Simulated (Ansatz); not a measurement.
# SiH2O (triplet): from Hartree-Fock to the top rungs at a displaced geometry (v2), cc-pVDZ

How much of the correlation energy of SiH2O (triplet) does each wave-function method recover here?

Computed with Ansatz 0.2.0, Gaussian basis. Level: cc-pVDZ, core rule «outside noble gas», up to 6 orbitals frozen.

Plan: UHF; CCSD(T) on ROHF; CCSD(T) on UHF; BCCD(T) on ROHF; CISD; CCSDT(Q) on ROHF; CCSDT(Q) on UHF.

38 further runs of the same task are left out: 14 for a known fault of the program, 11 that didn't finish, 13 set aside as unsound or not needed.

### Step 1. The geometry

The geometry is a PBE0/def2-TZVP stationary point (not a proven minimum) with its atoms shifted at random (size 0.100 Å).

4 atoms, charge 0, spin multiplicity 3.

Atoms are counted from 1 here; the program's logs count them from 0.

Bond lengths: Si1–O2 1.664 Å, Si1–H3 1.478 Å, O2–H4 1.103 Å. Angles: O2–Si1–H3 115.8°, Si1–O2–H4 105.4°.

### Step 2. UHF

in.yaml

```yaml
crystal:
  periodic: [false, false, false]
  atoms:
    - {symbol: Si, position_ang: [0.084419, -0.097023, 0.593152]}
    - {symbol: O, position_ang: [-0.200326, 0.101797, -1.033937]}
    - {symbol: H, position_ang: [0.050735, 1.136465, 1.407393]}
    - {symbol: H, position_ang: [0.776833, -0.048839, -1.523072]}
basis:
  gaussian: {orbitals: cc-pVDZ}
magnetization: {spin_polarized: true, initial_magnetization: 2}
hamiltonian: {xc: hf}
output: {orbitals: {seedname: orbitals}}
```

Launch:

```sh
ansatz run in.yaml --threads 1 --pin off --events-out ev --progress --plain --max-ram 2393MiB
```

Further steps of the session: CCSD(T) on ROHF; CCSD(T) on UHF; BCCD(T) on ROHF; CISD; CCSDT(Q) on ROHF; CCSDT(Q) on UHF.

Before running them: what should the planned runs give, taken together? Wanted: UCCSDT(Q) below the RHF energy; RMP2 from UCCSDT(Q); UMP2 from UCCSDT(Q); RCCSD from UCCSDT(Q); RCCSD(T) from UCCSDT(Q); UCCSD(T) from UCCSDT(Q); RCCSDT(Q) from UCCSDT(Q); T1 diagnostic.

The runs gave:

| quantity | value |
| --- | --- |
| UCCSDT(Q) below the RHF energy | -7.9156 eV |
| RMP2 from UCCSDT(Q) | +749.5 meV |
| UMP2 from UCCSDT(Q) | +742.2 meV |
| RCCSD from UCCSDT(Q) | +232.5 meV |
| RCCSD(T) from UCCSDT(Q) | +43.3 meV |
| UCCSD(T) from UCCSDT(Q) | +43.0 meV |
| RCCSDT(Q) from UCCSDT(Q) | +2.5 meV |
| levels within 1 kcal/mol (43 meV) | RCCSD(T), UCCSD(T), BCCD(T), RCCSDT, UCCSDT, RCCSDT(Q) |
| T1 diagnostic | 0.025 |

What this shows: RCCSD(T) misses by +43.3 meV, 0.5 % of the correlation energy. These misses are within one basis, not against nature; the frozen cores of restricted and unrestricted runs differ, which can shift their rows.
